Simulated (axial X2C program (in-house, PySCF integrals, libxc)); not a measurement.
**SiS⁺: cheaper levels and CCSD(T), 2c**

Calculated with an axial X2C code built on PySCF integrals. Two-component (2c) means X2C with spin–orbit coupling and atomic mean-field two-electron Coulomb and Gaunt terms. Basis: S dyall-av3z [9s8p3d2f], Si dyall-v3z [8s7p2d1f] (cores contracted in-house); Gaussian nuclei, density fitting, unrestricted open shells. Masses: S 31.972 u, Si 27.977 u.

State: Ω = 3/2 (⟨Sz⟩ = 0.50, ⟨Lz⟩ = 1.00 at HF); fragments S + Si+.

```tsv
level	Re (Å)	ωe (cm⁻¹)	De (eV)
PBE0	2.081	594.2	3.96
HF	2.066	620.0	2.37
CCSD	2.079	600.7	3.60
M06	2.083	591.4	4.03
```

Correlated methods: 9 electrons correlated (number of frozen shells: S 2 s, 1 p; Si 2 s, 1 p), 169 virtual spin orbitals or spinors in MP2, 90 natural virtuals in coupled cluster.

CCSD(T), same Hamiltonian and basis:

Re = 2.088 Å, ωe = 586.9 cm⁻¹, De = 3.76 eV; T1 = 0.021 (Lee–Taylor normalisation).

Question: Give the differences from CCSD(T) in the columns below.

Answer: 

```tsv
level	ΔRe (Å)	Δωe (cm⁻¹)	ΔDe (eV)
PBE0	-0.007	7	0.20
HF	-0.022	33	-1.39
CCSD	-0.009	14	-0.16
M06	-0.005	4	0.27
```

Occupations by symmetry block were frozen at the best pattern of an incomplete PBE0 search. De is counted from the lowest determinant-based energies of the atoms at the same level, without counterpoise correction. Density functionals use the spin component along the axis (collinear). Coupled cluster ran in a truncated set of natural virtual spinors; the MP2 energy of the rest was added. (T) has no such correction and the atoms are truncated less, which lowers De at CCSD(T) by a hundredth of an eV or more. The 2c atoms are single determinants rather than J levels; their spin–orbit lowering is only partly caught, and De is too large by that part. This holds for PBE0, M06. PBE0 can misorder states that lie within some tenths of an eV, so this need not be the ground state of the molecule. The nearest other 2c determinant of the search, Ω = 1/2, lies 0.04 eV up at the distance of the search. Without a current term, density functionals place determinants with orbital angular momentum somewhat too high.
